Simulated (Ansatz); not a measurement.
The input, for Ansatz 0.2.0:

```yaml
crystal:
  periodic: [false, false, false]
  atoms:
    - {symbol: Mo, position_ang: [0.000000, 0.000000, 0.000000]}
    - {symbol: N, position_ang: [0.000000, 0.000000, 1.833800]}
basis:
  gaussian: {orbitals: def2-SVP}
total_charge: 1
magnetization: {spin_polarized: true, initial_magnetization: 6}
correlation: {method: ccsdt_q, electrons: outside_noble_gas}
```

```sh
$ ansatz run in.yaml --threads 1 --pin off --events-out ev --progress --plain --max-ram 2393MiB
```

(1) Roughly how long does this take on 1 thread of Arm Neoverse V1, shared host, and how much host memory?

```
800 factors; integrals over basis functions are off by at most 1.5e-7 eV
mean field evaluation 1: about -3305.1294 eV, gradient 1.9e1 eV
mean field evaluation 2: about -3305.2955 eV, gradient 1.8e1 eV
mean field evaluation 4: about -3306.9317 eV, gradient 2.3e0 eV
mean field evaluation 8: about -3307.0677 eV, gradient 3.8e-1 eV
mean field evaluation 16: about -3307.0764 eV, gradient 4.1e-6 eV
mean field evaluation 32: about -3307.3194 eV, gradient 8.3e-3 eV
mean field evaluation 64: about -3307.0019 eV, gradient 8.3e-1 eV
mean field evaluation 96: about -3307.0764 eV, gradient 1.7e-4 eV
mean field evaluation 128: about -3306.5539 eV, gradient 2.8e-4 eV
mean field evaluation 160: about -3307.0881 eV, gradient 2.3e-6 eV
...
mean field -3307.31942652 eV, -121.5417471432 hartree, gradient 1.5e-6 eV, S^2 12.013923; 36 other end points of the search recorded, 0 dependent functions left out
determinant -3307.31942652 eV, -121.5417471432 hartree, with singles and doubles -3312.18851822 eV, -121.7206829625 hartree
determinant -3307.08978970 eV, -121.5333081454 hartree, with singles and doubles -3312.33242229 eV, -121.7259713396 hartree
determinant -3307.08810987 eV, -121.5332464128 hartree, with singles and doubles -3311.81446368 eV, -121.7069367117 hartree
determinant -3307.07639820 eV, -121.5328160168 hartree, with singles and doubles -3312.12533747 eV, -121.7183611130 hartree
determinant -3306.55385805 eV, -121.5136130206 hartree, with singles and doubles -3311.57200299 eV, -121.6980264456 hartree
determinant -3306.02310915 eV, -121.4941083582 hartree, with singles and doubles -3310.87604865 eV, -121.6724505954 hartree
determinant -3305.88644306 eV, -121.4890859723 hartree, with singles and doubles -3310.66563475 eV, -121.6647180272 hartree
determinant -3305.85546623 eV, -121.4879475945 hartree, with singles and doubles -3310.63231177 eV, -121.6634934305 hartree
determinant -3304.60975365 eV, -121.4421685016 hartree, with singles and doubles -3308.23939854 eV, -121.5755554913 hartree
determinant -3304.52843000 eV, -121.4391799128 hartree, with singles and doubles -3308.78774242 eV, -121.5957067572 hartree
determinant -3304.33187761 eV, -121.4319567456 hartree, with singles and doubles -3309.33609235 eV, -121.6158582455 hartree
determinant -3304.32510655 eV, -121.4317079138 hartree, with singles and doubles -3309.35844847 eV, -121.6166798174 hartree
determinant -3304.15464824 eV, -121.4254436864 hartree, with singles and doubles -3309.33786444 eV, -121.6159233685 hartree
determinant -3304.12149350 eV, -121.4242252721 hartree, with singles and doubles -3308.39720522 eV, -121.5813547798 hartree
determinant -3304.09265880 eV, -121.4231656166 hartree, with singles and doubles -3309.32434195 eV, -121.6154264261 hartree
determinant -3304.06637341 eV, -121.4221996460 hartree, with singles and doubles -3308.94163879 eV, -121.6013623443 hartree
determinant -3304.01881204 eV, -121.4204517982 hartree, with singles and doubles -3309.02861900 eV, -121.6045588083 hartree
determinant -3303.98750188 eV, -121.4193011711 hartree, with singles and doubles -3308.35809983 eV, -121.5799176829 hartree
determinant -3303.90531767 eV, -121.4162809571 hartree, with singles and doubles -3308.71172914 eV, -121.5929133206 hartree
determinant -3307.31942652 eV, -121.5417471432 hartree, with singles and doubles -3312.23006355 eV, -121.7222097251 hartree
determinant -3307.08978970 eV, -121.5333081454 hartree, with singles and doubles -3312.38653883 eV, -121.7279600857 hartree
determinant -3307.08810987 eV, -121.5332464128 hartree, with singles and doubles -3311.81944503 eV, -121.7071197729 hartree
determinant -3307.07639820 eV, -121.5328160168 hartree, with singles and doubles -3312.13299877 eV, -121.7186426605 hartree
5 core orbitals not correlated: weight in the atoms' cores, before any rotation towards them, 0.995 or more for the frozen orbitals, at most 0.004 for the correlated occupied ones
reference -3307.08978970 eV, -121.5333081454 hartree; 8, 2 occupied and 32, 38 virtual orbitals, 800 factors
second order -4.49034457 eV of doubles, -0.00000000 eV of singles
...
cycle  38  -5.97964744 eV  change   -4.9e-6 eV  update   3.5e-6
cycle  39  -5.97965077 eV  change   -3.3e-6 eV  update   2.9e-6
cycle  40  -5.97965461 eV  change   -3.8e-6 eV  update   2.5e-6
cycle  41  -5.97966068 eV  change   -6.1e-6 eV  update   2.1e-6
cycle  42  -5.97966237 eV  change   -1.7e-6 eV  update   1.7e-6
cycle  43  -5.97966577 eV  change   -3.4e-6 eV  update   1.4e-6
cycle  44  -5.97966624 eV  change   -4.6e-7 eV  update   1.2e-6
cycle  45  -5.97966552 eV  change    7.1e-7 eV  update   9.0e-7
cycle  46  -5.97966528 eV  change    2.4e-7 eV  update   7.0e-7
cycle  47  -5.97966497 eV  change    3.2e-7 eV  update   4.9e-7
perturbative correction -0.11855049 eV, -0.0043566500 hartree
WARN: these amplitudes may be one of several solutions (largest doubles amplitude 0.67, level shift 0.00 eV)
Total energy: -3313.18800515 eV, -121.7574134297 hartree
```

The determinant lies 0.23 eV above the lowest one of its kind in the log. The T1 diagnostic is 0.052.

Answers

(1) 54 s wall and 0.3 GiB.
